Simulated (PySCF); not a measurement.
BH5OSi.
Cartesian coordinates in Å at the PBE0-D3(BJ)/def2-SVP level; atoms count from 1:
```xyz
8
BH5OSi angstrom
B      1.387   -0.322   -0.044
Si    -0.422    0.550   -0.016
O     -1.669   -0.380   -0.636
H      1.548   -1.513   -0.185
H      2.378    0.349    0.139
H     -0.442    1.815   -0.808
H     -0.665    0.916    1.427
H     -1.707   -1.290   -0.329
```

Theory: TDDFT B3LYP/def2-SVPD, vertical, gas phase, core orbitals frozen in the response in PySCF.

Ground-to-excited transition dipoles (e·a0, same axes as the geometry; the sign carries no meaning), for the states with f of 0.002 or more among the lowest 7:

| state | E (eV) | μx | μy | μz |
| --- | --- | --- | --- | --- |
| S1 | 3.861 | 0.065 | -0.019 | -0.200 |
| S2 | 5.238 | -0.300 | 0.292 | 0.042 |
| S3 | 5.491 | 0.120 | -0.062 | -0.042 |
| S4 | 6.452 | -0.103 | -0.078 | 0.012 |
| S5 | 6.529 | -0.409 | 0.206 | 0.087 |
| S6 | 6.898 | -0.102 | 0.167 | -0.016 |
| S7 | 7.455 | 0.064 | 0.198 | 0.082 |

Task: What oscillator strength does each state have?

Result: f = (2/3) ΔE |μ|² with ΔE in hartree (27.2114 eV).

```csv
state,|μ|² (au),|μ| (D),f
S1,0.045,0.54,0.004
S2,0.177,1.07,0.023
S3,0.020,0.36,0.003
S4,0.017,0.33,0.003
S5,0.217,1.19,0.035
S6,0.038,0.50,0.006
S7,0.050,0.57,0.009
```

Task: What angle do the transition dipoles of S2 and S5 make?

Result: |cos θ| = |μa·μb| / (|μa| |μb|) = 0.95, so θ ≈ 18° (taken between 0 and 90°, since the signs are arbitrary).

Task: How is the summed strength of these states shared among x, y and z?

Result: (2/3) Σ ΔE μα² gives 0.045 for x, 0.031 for y and 0.007 for z, 0.083 in all.

The vertical ionisation energy (ΔSCF) is 10.25 eV, 2.80 eV above S7.

One conformer stands for the species.
